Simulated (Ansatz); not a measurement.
A run for Ansatz (an electronic-structure program): R-CCSD(T)/aug-cc-pVTZ on ammonia (SMILES N), atoms moved off the minimum.

Ansatz 0.2 input:
```yaml
crystal:
  periodic: [false, false, false]
  atoms:
    - {symbol: N, position_ang: [-0.00548231, 0.04149952, 0.11116175]}
    - {symbol: H, position_ang: [-0.50845429, -0.78512767, -0.33136394]}
    - {symbol: H, position_ang: [-0.45126502, 0.94414656, -0.35282871]}
    - {symbol: H, position_ang: [1.00342196, -0.13161417, -0.27130485]}
basis:
  gaussian:
    orbitals: aug-cc-pVTZ
magnetization: {spin_polarized: false}
correlation: {method: ccsd_t, electrons: outside_noble_gas}
scf: {lower_state_search: off}
output: {forces: true}
```

Problem. Predict the final total energy.

Solution. -56.4678 hartree (reference determinant -56.2013, T1 diagnostic 0.009).

Problem. How many basis functions does it have, and what does it roughly cost on one machine?

Solution. 115 functions; roughly 18 core-seconds.
